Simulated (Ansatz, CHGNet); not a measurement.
For zinc-blende ZnSe, the machine-learned potential CHGNet-r²SCAN (trained on r²SCAN data) gives:

- lattice parameter a: 5.657 Å
- elastic constant C11: 71.4 GPa
- elastic constant C44: 12.1 GPa
- polycrystal shear modulus: 8.19 GPa
- formation enthalpy: -0.848 eV/atom

Q: What does HSE06 (Ansatz, a first-principles code, plane waves, PAW) give for the same quantities?

A: 
- lattice constant a: 5.701 Å (rises by 0.8 %)
- elastic constant C11: 86.8 GPa (rises by 22 %)
- elastic constant C44: 39.7 GPa (increases by 230 %)
- Voigt–Reuss–Hill shear modulus: 29.2 GPa (grows by 260 %)
- formation enthalpy: -0.876 eV/atom (moves by -0.028 eV/atom)

For comparison: lattice constant a 5.668 Å (measured, room temperature, not corrected to a static lattice; as tabulated in Albrecht et al. (1997), arXiv:cond-mat/9706128); elastic constant C11 85.9 GPa (measured, temperature not stated, not corrected to a static lattice; as tabulated in Oses et al. (2018), arXiv:1811.08464); elastic constant C44 40.6 GPa (measured, temperature not stated, not corrected to a static lattice; as tabulated in Oses et al. (2018), arXiv:1811.08464); formation enthalpy -0.85 eV/atom (measured, 298 K, no zero-point or thermal correction; as tabulated in Zhang et al. (2018), doi:10.1038/s41524-018-0065-z).

Changes are worked out from the printed values.

Unless a cell is named, each level is at its own relaxed cell (CHGNet-r²SCAN 22.63, HSE06 23.16 Å³/atom).

Caveats: exact exchange on metals is sensitive to the k mesh and can open a false gap (HSE06). Ansatz's density-functional and Hartree–Fock values are scalar-relativistic unless marked +SOC, with PAW data made under PBE.
